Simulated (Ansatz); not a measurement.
Born–Oppenheimer molecular dynamics of AlH4NO (7 atoms, charge 0, multiplicity 1). It starts from a relaxed structure.

Theory: RKS PBE-D4/def2-SVP (Ansatz).

* ensemble: NVE (velocity Verlet)
* time step: 1 fs
* steps asked: 300
* starting velocities drawn for: 300 K
* seed: 719838

First frame:

```xyz
7
Properties=species:S:1:pos:R:3
Al 0.052 -0.172 0.116
N -0.028 0.037 1.880
H -0.891 0.155 2.413
H 0.779 0.056 2.506
O 1.629 -0.344 -0.556
H 1.775 -0.492 -1.503
H -1.285 -0.192 -0.752
```

**Question.** How far do the bonds stretch over the last three quarters of this one trajectory? (Pairs bonded in most of those frames.)

**Answer.** 
```csv
bond,mean (Å),spread (Å),shortest,longest
Al1–N2,1.782,0.037,1.73,1.84
Al1–O5,1.724,0.030,1.67,1.78
Al1–H7,1.596,0.004,1.59,1.60
N2–H3,1.023,0.013,1.00,1.05
N2–H4,1.025,0.016,1.00,1.05
O5–H6,0.969,0.005,0.96,0.98
```

Mean temperature of the second half: 149 K. The conserved energy stayed within 0.37 meV per atom of its start (net change 0.12 meV per atom), so the integration is sound. Over the second half the temperature averaged 0.50 of the 300 K drawn at the start: a run that starts near a minimum puts about half its kinetic energy into the potential. A run of 0.3 ps of so small a system gives no equilibrium averages.

Time of the run: 7.3 min on 1 thread of Arm Neoverse V1, on a shared host, peak memory 0.1 GiB.
